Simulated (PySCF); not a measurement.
PySCF run on NaB⁺

Input:

```python
from pyscf import gto, scf
from pyscf.geomopt.geometric_solver import optimize

mol = gto.M(
    atom='Na 0 0 0; B 0 0 2.241',
    basis='6-311++g**',
    charge=1,
    spin=1,
    verbose=3,
)
mf = scf.UHF(mol)
mf.kernel()
mol_eq = optimize(mf, maxsteps=30)
print('optimised geometry (angstrom)')
print(mol_eq.tostring('raw'))
print('orbital energies (hartree):', [e[max(0, n-3):n+3].round(4) for e, n in zip(mf.mo_energy, mol.nelec)])
```

```bash
$ OMP_NUM_THREADS=1 python input.py
```

It prints (some set-up lines and the per-cycle HOMO/LUMO lines with their warnings removed):

```
converged SCF energy = -186.194021870862  <S^2> = 0.75791278  2S+1 = 2.0078972
input.py

Current date and time:

#|     Arguments passed to driver run_optimizer():      |#
customengine              <pyscf.geomopt.geometric_solver.PySCFEngine object>
logIni                    <dir>
maxiter                   30
----------------------------------------------------------
Custom engine selected.
Bonds will be generated from interatomic distances less than 1.20 times sum of covalent radii
Creating artificial bond to isolated atom: 1-2
Creating artificial bond to isolated atom: 2-1
6 internal coordinates being used (instead of 6 Cartesians)
Internal coordinate system (atoms numbered from 1):
Distance 1-2
Translation-X 1-2
Translation-Y 1-2
Translation-Z 1-2
Rotation-A 1-2
Rotation-B 1-2
Rotation-C 1-2
<class 'geometric.internal.Distance'> : 1
<class 'geometric.internal.TranslationX'> : 1
<class 'geometric.internal.TranslationY'> : 1
<class 'geometric.internal.TranslationZ'> : 1
<class 'geometric.internal.RotationA'> : 1
<class 'geometric.internal.RotationB'> : 1
<class 'geometric.internal.RotationC'> : 1
> ===== Optimization Info: ====
> Job type: Energy minimization
> Maximum number of optimization cycles: 30
> Initial / maximum trust radius (Angstrom): 0.100 / 0.300
> Convergence Criteria:
> Will converge when all 5 criteria are reached:
>  |Delta-E| < 1.00e-06
>  RMS-Grad  < 3.00e-04
>  Max-Grad  < 4.50e-04
>  RMS-Disp  < 1.20e-03
>  Max-Disp  < 1.80e-03
> === End Optimization Info ===

Geometry optimization cycle 1
Cartesian coordinates (Angstrom)
 Atom        New coordinates             dX        dY        dZ
  Na   0.000000   0.000000   0.000000    0.000000  0.000000  0.000000
   B   0.000000   0.000000   2.241000    0.000000  0.000000  0.000000

WARN: Mole.unit (angstrom) is changed to Bohr

converged SCF energy = -186.194021870866  <S^2> = 0.75791257  2S+1 = 2.007897
--------------- UHF_Scanner gradients ---------------
         x                y                z
0 Na    -0.0000000000    -0.0000000000     0.0485256301
1 B     0.0000000000     0.0000000000    -0.0485256301
----------------------------------------------
cycle 1: E = -186.194021871  dE = -186.194  norm(grad) = 0.0686256
Step    0 : Gradient = 4.853e-02/4.853e-02 (rms/max) Energy = -186.1940218709
Hessian Eigenvalues: 5.00000e-02 5.00000e-02 5.00000e-02 ... 5.00000e-02 5.00000e-02 1.00000e-01

Geometry optimization cycle 2
Cartesian coordinates (Angstrom)
 Atom        New coordinates             dX        dY        dZ
  Na   0.000000   0.000000  -0.100000    0.000000  0.000000 -0.100000
   B  -0.000000  -0.000000   2.341000   -0.000000 -0.000000  0.100000
converged SCF energy = -186.207020385669  <S^2> = 0.75839788  2S+1 = 2.0083803
--------------- UHF_Scanner gradients ---------------
         x                y                z
0 Na    -0.0000000000     0.0000000000     0.0227660658
1 B     0.0000000000    -0.0000000000    -0.0227660658
----------------------------------------------
cycle 2: E = -186.207020386  dE = -0.0129985  norm(grad) = 0.0321961
Step    1 : Displace = 1.000e-01/1.000e-01 (rms/max) Trust = 1.000e-01 (=) Grad = 2.277e-02/2.277e-02 (rms/max) E (change) = -186.2070203857 (-1.300e-02) Quality = 1.161
Hessian Eigenvalues: 5.00000e-02 5.00000e-02 5.00000e-02 ... 5.00000e-02 5.00000e-02 6.81569e-02

Geometry optimization cycle 3
Cartesian coordinates (Angstrom)
 Atom        New coordinates             dX        dY        dZ
  Na   0.000000   0.000000  -0.188379    0.000000  0.000000 -0.088379
   B  -0.000000  -0.000000   2.429379   -0.000000 -0.000000  0.088379
converged SCF energy = -186.212266959035  <S^2> = 0.7587856  2S+1 = 2.0087664
--------------- UHF_Scanner gradients ---------------
         x                y                z
0 Na    -0.0000000000     0.0000000000     0.0097947852
1 B     0.0000000000    -0.0000000000    -0.0097947852
----------------------------------------------
cycle 3: E = -186.212266959  dE = -0.00524657  norm(grad) = 0.0138519
Step    2 : Displace = 8.838e-02/8.838e-02 (rms/max) Trust = 1.414e-01 (+) Grad = 9.795e-03/9.795e-03 (rms/max) E (change) = -186.2122669590 (-5.247e-03) Quality = 1.380
Hessian Eigenvalues: 3.88333e-02 5.00000e-02 5.00000e-02 ... 5.00000e-02 5.00000e-02 5.00000e-02

Geometry optimization cycle 4
Cartesian coordinates (Angstrom)
 Atom        New coordinates             dX        dY        dZ
  Na   0.000000   0.000000  -0.255115    0.000000 -0.000000 -0.066736
   B  -0.000000  -0.000000   2.496115   -0.000000  0.000000  0.066736
converged SCF energy = -186.213920532617  <S^2> = 0.75898334  2S+1 = 2.0089633
--------------- UHF_Scanner gradients ---------------
         x                y                z
0 Na     0.0000000000     0.0000000000     0.0037387448
1 B    -0.0000000000    -0.0000000000    -0.0037387448
----------------------------------------------
cycle 4: E = -186.213920533  dE = -0.00165357  norm(grad) = 0.00528738
Step    3 : Displace = 6.674e-02/6.674e-02 (rms/max) Trust = 2.000e-01 (+) Grad = 3.739e-03/3.739e-03 (rms/max) E (change) = -186.2139205326 (-1.654e-03) Quality = 1.339
Hessian Eigenvalues: 2.40103e-02 5.00000e-02 5.00000e-02 ... 5.00000e-02 5.00000e-02 5.00000e-02

Geometry optimization cycle 5
Cartesian coordinates (Angstrom)
 Atom        New coordinates             dX        dY        dZ
  Na   0.000000  -0.000000  -0.296315    0.000000 -0.000000 -0.041200
   B  -0.000000   0.000000   2.537315   -0.000000  0.000000  0.041200
converged SCF energy = -186.214288381576  <S^2> = 0.75905144  2S+1 = 2.009031
--------------- UHF_Scanner gradients ---------------
         x                y                z
0 Na    -0.0000000000    -0.0000000000     0.0011047595
1 B     0.0000000000     0.0000000000    -0.0011047595
----------------------------------------------
cycle 5: E = -186.214288382  dE = -0.000367849  norm(grad) = 0.00156237
Step    4 : Displace = 4.120e-02/4.120e-02 (rms/max) Trust = 2.828e-01 (+) Grad = 1.105e-03/1.105e-03 (rms/max) E (change) = -186.2142883816 (-3.678e-04) Quality = 1.264
Hessian Eigenvalues: 1.69155e-02 5.00000e-02 5.00000e-02 ... 5.00000e-02 5.00000e-02 5.00000e-02

Geometry optimization cycle 6
Cartesian coordinates (Angstrom)
 Atom        New coordinates             dX        dY        dZ
  Na   0.000000  -0.000000  -0.313596    0.000000  0.000000 -0.017280
   B  -0.000000   0.000000   2.554596   -0.000000 -0.000000  0.017280
converged SCF energy = -186.214330346107  <S^2> = 0.75906716  2S+1 = 2.0090467
--------------- UHF_Scanner gradients ---------------
         x                y                z
0 Na     0.0000000000    -0.0000000000     0.0001980815
1 B    -0.0000000000     0.0000000000    -0.0001980815
----------------------------------------------
cycle 6: E = -186.214330346  dE = -4.19645e-05  norm(grad) = 0.00028013
Step    5 : Displace = 1.728e-02/1.728e-02 (rms/max) Trust = 3.000e-01 (+) Grad = 1.981e-04/1.981e-04 (rms/max) E (change) = -186.2143303461 (-4.196e-05) Quality = 1.163
Hessian Eigenvalues: 1.38826e-02 5.00000e-02 5.00000e-02 ... 5.00000e-02 5.00000e-02 5.00000e-02

Geometry optimization cycle 7
Cartesian coordinates (Angstrom)
 Atom        New coordinates             dX        dY        dZ
  Na   0.000000  -0.000000  -0.317371   -0.000000  0.000000 -0.003775
   B  -0.000000   0.000000   2.558371    0.000000 -0.000000  0.003775
converged SCF energy = -186.214331852504  <S^2> = 0.75906943  2S+1 = 2.009049
--------------- UHF_Scanner gradients ---------------
         x                y                z
0 Na    -0.0000000000    -0.0000000000     0.0000138534
1 B     0.0000000000     0.0000000000    -0.0000138534
----------------------------------------------
cycle 7: E = -186.214331853  dE = -1.5064e-06  norm(grad) = 1.95916e-05
Step    6 : Displace = 3.775e-03/3.775e-03 (rms/max) Trust = 3.000e-01 (=) Grad = 1.385e-05/1.385e-05 (rms/max) E (change) = -186.2143318525 (-1.506e-06) Quality = 1.066
Hessian Eigenvalues: 1.29117e-02 5.00000e-02 5.00000e-02 ... 5.00000e-02 5.00000e-02 5.00000e-02

Geometry optimization cycle 8
Cartesian coordinates (Angstrom)
 Atom        New coordinates             dX        dY        dZ
  Na   0.000000  -0.000000  -0.317655    0.000000  0.000000 -0.000284
   B  -0.000000   0.000000   2.558655   -0.000000 -0.000000  0.000284
converged SCF energy = -186.214331860001  <S^2> = 0.75906969  2S+1 = 2.0090492
--------------- UHF_Scanner gradients ---------------
         x                y                z
0 Na     0.0000000000    -0.0000000000    -0.0000001954
1 B    -0.0000000000     0.0000000000     0.0000001954
----------------------------------------------
cycle 8: E = -186.21433186  dE = -7.4975e-09  norm(grad) = 2.7638e-07
Step    7 : Displace = 2.839e-04/2.839e-04 (rms/max) Trust = 3.000e-01 (=) Grad = 1.954e-07/1.954e-07 (rms/max) E (change) = -186.2143318600 (-7.498e-09) Quality = 1.009
Hessian Eigenvalues: 1.29117e-02 5.00000e-02 5.00000e-02 ... 5.00000e-02 5.00000e-02 5.00000e-02
Converged! =D

    #| If this code has benefited your research, please support us by citing: |#
    #| Wang, L.-P.; Song, C.C. (2016) "Geometry optimization made simple with |#
    #| translation and rotation coordinates", J. Chem, Phys. 144, 214108.     |#
    #|                                     |#
optimised geometry (angstrom)
Na          0.00000000       -0.00000000       -0.31765491
B          -0.00000000        0.00000000        2.55865491
orbital energies (hartree): [array([-1.7464, -0.7686, -0.5495, -0.1631, -0.1631, -0.1433]), array([-1.7453, -1.7453, -0.6715, -0.1532, -0.1512, -0.1512])]
```

In short: E(SCF) = -186.194022 Eh, ⟨S²⟩ = 0.758, all at the start geometry; optimised bond 2.876 Å with E = -186.214332 Eh after 8 steps.

It ran on Arm Neoverse V1 (1 thread, shared host) in 6.3 s, peak memory 0.15 GiB.

The last line lists the levels of the start geometry. No search for the lowest solution was made.
